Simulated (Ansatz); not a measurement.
Process, species as SMILES: F (HF) → F atom + H atom
B3LYP-D3(BJ)/def2-TZVP geometries, fixed; electronic energies without zero-point terms.
Largest species:
```
F
H 1 0.9245
```

Basis-set convergence of the bond dissociation energy at HF with Ansatz (a first-principles code). Cartesian d functions, on some or all atoms, in 6-31G*, 6-31G**, 6-31+G*; all else is spherical. Open shells are unrestricted. No added dispersion term, no relativity. Functions are those of the species that has most. Reference: the value in aug-cc-pV5Z, 96.68 kcal/mol, itself unsure by roughly 0.11 kcal/mol (its mean distance from pcseg-4, aug-pcseg-3, aug-cc-pVQZ). Deviations are taken from unrounded values.

| basis | functions | bond dissociation energy (kcal/mol) | minus reference (kcal/mol) |
|---|---|---|---|
| 3-21G | 11 | 74.57 | -22.11 |
| 6-31G | 11 | 78.01 | -18.67 |
| pcseg-0 | 11 | 74.92 | -21.75 |
| 6-31G* | 17 | 87.54 | -9.14 |
| 6-31G** | 20 | 92.74 | -3.94 |
| 6-31+G* | 21 | 90.89 | -5.79 |
| 6-311+G** | 28 | 95.79 | -0.88 |
| def2-SVPD | 31 | 97.88 | 1.21 |
| def2-TZVP | 37 | 94.96 | -1.72 |
| pcseg-2 | 44 | 96.69 | 0.01 |
| def2-TZVPD | 49 | 95.77 | -0.91 |
| aug-pcseg-2 | 69 | 96.91 | 0.24 |
| aug-cc-pV5Z | 207 | 96.68 | 0.00 |

The smallest set listed that lies within 0.5 kcal/mol of the reference with all its larger relatives (same family, alike in diffuse functions; a set with none counts only in the reference's own line) is pcseg-2 (44 functions, 0.01 kcal/mol off). (Relatives not listed, tested too: pcseg-3 0.22, aug-pcseg-3 0.23, pcseg-4 0.09 kcal/mol.)
